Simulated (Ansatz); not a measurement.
Computed with Ansatz on PBE0-D4/def2-TZVP structures; ΔE is electronic, products minus reactants. CCSD(T)/CBS is the MP2 limit (def2-TZVPP, def2-QZVPP) plus CCSD(T) − MP2 in def2-TZVPP, frozen cores. This one scheme is used for every species. DFT in def2-TZVPP.

Reaction (hydrogenolysis of a C–C bond): `C=CC#CCF` + H₂ → `C#CC=C` + fluoromethane

CCSD(T)/CBS gives -45.6 kJ/mol.

Problem. Another level gave -31.6 kJ/mol. Which?
A. PBE-D4/def2-TZVPP
B. PBE0-D4/def2-TZVPP
C. CCSD(T)/def2-TZVPP
D. HF/def2-TZVPP

Solution. A. PBE-D4 -31.6, PBE0-D4 -37.7, CCSD(T)/def2-TZVPP -44.9, HF/def2-TZVPP -62.7 kJ/mol.

Largest T1 diagnostic among the species: 0.012.

From PBE to PBE0 (25 % exact exchange), in def2-TZVPP and without D4, ΔE moves by −5.6 kJ/mol. The D4 term adds +5.5 kJ/mol with B3LYP and +3.1 kJ/mol with PBE0; it sums over pairs of atoms, weighted by their polarisabilities, and B3LYP, whose exchange is more repulsive, gets the larger term. In def2-TZVPP, CCSD(T) changes the Hartree–Fock value by +17.8 kJ/mol (the triples alone add +4.4 kJ/mol) and MP2 by +23.0 kJ/mol.

B3LYP here is the variant with VWN-RPA as its local correlation; programs differ in this.
